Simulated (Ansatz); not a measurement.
A made-up structure of CH5AlN (charge +1), singlet:

```csv
atom,x (Å),y (Å),z (Å)
N1,-0.3849,0.4101,0.3796
C2,-0.5173,1.0034,-0.7463
Al3,0.7727,-1.2943,0.5466
H4,-0.0392,0.6393,-1.6194
H5,-1.1010,1.8785,-0.8765
H6,-0.8947,0.8599,1.1400
H7,1.3412,-1.5837,-0.8882
H8,0.8552,-1.9249,1.9706
```

It is relaxed with PBE-D4/def2-SVP and then PBE0-D4/def2-TZVP (Ansatz 0.2.0). Atoms count as bonded within 1.22 times the sum of their covalent radii (H–H: 0.88 Å). The end point is not checked to be a true minimum.

(1) Does its bonding change? (Judge from chemistry; the calculation decides.)

## Answers

(1) Computed: No: no bond forms or breaks.

Where it ends: The first stage lowers the energy by 0.16 eV in 6 steps. It ends as CH₅AlN ([CH2][NH][AlH2]), total charge +1:
N1  (-0.332, 0.348, 0.343)
C2  (-0.506, 0.987, -0.746)
Al3  (0.754, -1.257, 0.519)
H4  (-0.025, 0.632, -1.656)
H5  (-1.124, 1.881, -0.791)
H6  (-0.814, 0.741, 1.151)
H7  (1.330, -1.564, -0.899)
H8  (0.749, -1.780, 1.986)
(Å)

Labels in which every atom is bracketed show which atoms are joined, not bond orders.

For scale, one of the runs: PBE0-D4/def2-TZVP relaxation, 129 basis functions, launched by `ansatz run in.yaml --threads 2 --pin off --events-out ev --progress --plain --max-ram 4352MiB`. The run took about 20 s on 2 CPU threads of an Arm Neoverse V1 (shared host).
